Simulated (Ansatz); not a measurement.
A made-up structure of CH₂NS (charge +1), closed shell:

```xyz
5
angstrom
N 0.0296 0.6515 0.1554
C -0.0333 -0.7315 -0.1745
S -0.1076 -2.3648 -0.5642
H 0.9497 1.0933 0.6623
H -0.8385 1.3515 -0.0790
```

It is relaxed with PBE-D4/def2-SVP and then PBE0-D4/def2-TZVP (Ansatz 0.2.0). Atoms count as bonded within 1.22 times the sum of their covalent radii (H–H: 0.88 Å). The end point is not checked to be a true minimum.

(1) Does its bonding change? (A judgement: the text doesn't fix the answer.)

## Answers

(1) By the calculation: No: no bond forms or breaks.

Where it ends: The first stage lowers the energy by 1.44 eV in 6 steps. It ends as CH₂NS ([NH2][C][S]), total charge +1:
N1  (0.026, 0.582, 0.139)
C2  (-0.030, -0.653, -0.156)
S3  (-0.096, -2.111, -0.504)
H4  (0.848, 0.976, 0.591)
H5  (-0.749, 1.207, -0.071)
(Å)

Labels in which every atom is bracketed show which atoms are joined, not bond orders.

For scale, one of the runs: PBE0-D4/def2-TZVP relaxation, 111 basis functions, launched by `ansatz run in.yaml --threads 2 --pin off --events-out ev --progress --plain --max-ram 4352MiB`. Hardware: 2 CPU threads of an Arm Neoverse V1, shared host. Wall time about 12 s.
